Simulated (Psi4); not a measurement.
**PH (SMILES [PH]) at UMP2/cc-pVTZ**

Aim: the energy change on altering one bond length of PH at UMP2/cc-pVTZ, from 2 runs. 

Program for the calculation: Psi4 1.11.

2 further runs of the same task are left out: 1 that didn't finish, 1 set aside as unsound or not needed.

## (1) The molecule

PH has 2 atoms, charge 0, and is taken as a triplet. SMILES: `[PH]`. Geometry: relaxed at PBE0-D4/def2-TZVP.

Bond lengths: P1–H2 1.428 Å.

## (2) The energy at UMP2/cc-pVTZ

File input.inp:

```
memory 2200 MB

molecule geom {
  0 3
  P
  H 1 1.42829
  units angstrom
  symmetry c1
}

set {
  basis           cc-pVTZ
  reference       uhf
  puream          true
  e_convergence   1e-09
  d_convergence   1e-08
  scf_type        pk
  num_frozen_docc 5
  mp2_type        conv
  maxiter         100
}

energy("mp2")
```

Command:

```bash
$ psi4 -n 1 input.inp input.out
```

input.out:

```text
[...]
  Running in c1 symmetry.
[...]
  Nuclear repulsion =    5.557455530774563
[...]
  Multiplicity = 3
[...]
  Nalpha       = 9
  Nbeta        = 7
[...]
    Number of basis functions: 48
[...]
   @UHF iter   1:  -341.28150241548508   -6.04467e-01   2.79802e-03 ADIIS/DIIS
[...]
   @UHF iter  12:  -341.29769969668575   -6.25278e-13   2.74177e-09 DIIS
[...]
   @S^2 Observed:                2.027044270E+00
[...]
    Orbital Energies [Eh]
    ---------------------
    Alpha Occupied:
       1A    -79.968888     2A     -7.511689     3A     -5.413249
       4A     -5.413249     5A     -5.397732     6A     -0.849433
       7A     -0.473900     8A     -0.385622     9A     -0.385622
    Alpha Virtual:
      10A      0.146420    11A      0.284453    12A      0.388140
      13A      0.388140    14A      0.398777    15A      0.398777
      16A      0.407175    17A      0.407175    18A      0.408042
      19A      0.527024    20A      0.742590    21A      0.997716
      22A      0.997716    23A      1.273911    24A      1.489400
      25A      1.489400    26A      1.493866    27A      1.493866
[...]
  @UHF Final Energy:  -341.29769969668575
   => Energetics <=
    Nuclear Repulsion Energy =              5.5574555307745630
    One-Electron Energy =                -483.1806016142028284
    Two-Electron Energy =                 136.3254463867424988
    Total Energy =                       -341.2976996966857541
  UHF NO Occupations:
  HONO-2 :    7  A 1.9871349
  HONO-1 :    8  A 1.0000000
[...]
 Multipole Moments:
 ------------------------------------------------------------------------------------
     Multipole            Electronic (a.u.)      Nuclear  (a.u.)        Total (a.u.)
 ------------------------------------------------------------------------------------
 L = 1.  Multiply by 2.5417464519 to convert [e a0] to [Debye]
 Dipole X            :          0.0000000            0.0000000            0.0000000
 Dipole Y            :          0.0000000            0.0000000            0.0000000
 Dipole Z            :         -1.1270860            1.3381952            0.2111092
 Magnitude           :                                                    0.2111092
[...]
	SCS-MP2 Total Energy (a.u.)        :  -341.40605316490002
	SOS-MP2 Total Energy (a.u.)        :  -341.39867414675859
	SCSN-MP2 Total Energy (a.u.)       :  -341.33666091247244
[...]
	SOS-PI-MP2 Total Energy (a.u.)     :  -341.41550322177073
[...]
	MP2 Total Energy (a.u.)            :  -341.40398212617072
[...]
```

It took 12 s on 1 thread of Intel Xeon at 2.50GHz (Skylake/Cascade Lake), shared host; peak memory 0.39 GiB.

## (3) The distorted shape

File hp.py:

```python
import psi4

psi4.set_memory(2200000000)
psi4.set_num_threads(1)
psi4.core.set_output_file('hp.out', False)

mol = psi4.geometry("""
0 3
P      0.000000     0.000000    -0.228820
H      0.000000     0.000000     1.413680
symmetry c1
""")

psi4.set_options({
    'reference': 'uhf',
    'puream': True,
    'e_convergence': 1e-09,
    'd_convergence': 1e-08,
    'scf_type': 'pk',
    'num_frozen_docc': 5,
    'mp2_type': 'conv',
    'maxiter': 100,
})

e, wfn = psi4.energy('mp2/cc-pVTZ', return_wfn=True)
print(f'mp2/cc-pVTZ energy: {e:.10f} Eh')
```

Command:

```bash
$ python hp.py
```

hp.out:

```text
[...]
  Running in c1 symmetry.
[...]
  Nuclear repulsion =    4.832668590593607
[...]
  Multiplicity = 3
[...]
  Nalpha       = 9
  Nbeta        = 7
[...]
    Number of basis functions: 48
[...]
   @UHF iter   1:  -341.26589903515458   -6.75603e-01   2.73233e-03 ADIIS/DIIS
[...]
   @UHF iter  13:  -341.28266215858361   -1.02318e-12   2.78869e-09 DIIS
[...]
   @S^2 Observed:                2.026556671E+00
[...]
    Orbital Energies [Eh]
    ---------------------
    Alpha Occupied:
       1A    -79.986348     2A     -7.525605     3A     -5.427040
       4A     -5.427040     5A     -5.411617     6A     -0.829773
       7A     -0.447461     8A     -0.389310     9A     -0.389310
    Alpha Virtual:
      10A      0.111729    11A      0.305429    12A      0.386104
      13A      0.386104    14A      0.396364    15A      0.396364
      16A      0.400197    17A      0.404917    18A      0.404917
      19A      0.506210    20A      0.685466    21A      0.945564
      22A      0.945564    23A      1.256169    24A      1.484172
      25A      1.484172    26A      1.493883    27A      1.493883
[...]
  @UHF Final Energy:  -341.28266215858361
   => Energetics <=
    Nuclear Repulsion Energy =              4.8326685905936069
    One-Electron Energy =                -481.6455087037343787
    Two-Electron Energy =                 135.5301779545571321
    Total Energy =                       -341.2826621585836619
  UHF NO Occupations:
  HONO-2 :    7  A 1.9886154
  HONO-1 :    8  A 1.0000000
[...]
 Multipole Moments:
 ------------------------------------------------------------------------------------
     Multipole            Electronic (a.u.)      Nuclear  (a.u.)        Total (a.u.)
 ------------------------------------------------------------------------------------
 L = 1.  Multiply by 2.5417464519 to convert [e a0] to [Debye]
 Dipole X            :         -0.0000000            0.0000000           -0.0000000
 Dipole Y            :          0.0000000            0.0000000            0.0000000
 Dipole Z            :         -1.4674445            1.5388931            0.0714486
 Magnitude           :                                                    0.0714486
[...]
	SCS-MP2 Total Energy (a.u.)        :  -341.39274358510477
	SOS-MP2 Total Energy (a.u.)        :  -341.38537749905191
	SCSN-MP2 Total Energy (a.u.)       :  -341.32155509294245
[...]
	SOS-PI-MP2 Total Energy (a.u.)     :  -341.40249672246330
[...]
	MP2 Total Energy (a.u.)            :  -341.39035653379898
[...]
```

The script printed:

```text
mp2/cc-pVTZ energy: -341.3903565338 Eh
```

Wall time 12 s (1 thread of Intel Xeon at 2.50GHz (Skylake/Cascade Lake), shared host); peak memory 0.39 GiB.

## (4) Outcome

Level: UMP2/cc-pVTZ, 5 core orbitals frozen.

| quantity | value |
| --- | --- |
| first shape: total energy | -341.40398 Eh |
| first shape: HOMO energy (Hartree–Fock orbitals) (highest over α and β) | -10.49 eV |
| first shape: LUMO energy (Hartree–Fock orbitals) (lowest over α and β) | 1.33 eV |
| first shape: correlation energy (5 core orbitals frozen) | -106.3 mEh |
| first shape: ⟨S²⟩ of the reference determinant | 2.027 |
| distorted shape: total energy | -341.39036 Eh |
| distorted shape: HOMO energy (Hartree–Fock orbitals) (highest over α and β) | -10.59 eV |
| distorted shape: LUMO energy (Hartree–Fock orbitals) (lowest over α and β) | 1.27 eV |
| distorted shape: correlation energy (5 core orbitals frozen) | -107.7 mEh |
| distorted shape: ⟨S²⟩ of the reference determinant | 2.027 |
| energy change with the P1–H2 bond stretched from 1.428 to 1.643 Å | 0.371 eV |

In words: With the P1–H2 bond stretched from 1.428 to 1.643 Å the energy rises by 0.37 eV (8.6 kcal/mol). The first shape isn't relaxed at this level, so the change isn't measured from a minimum.
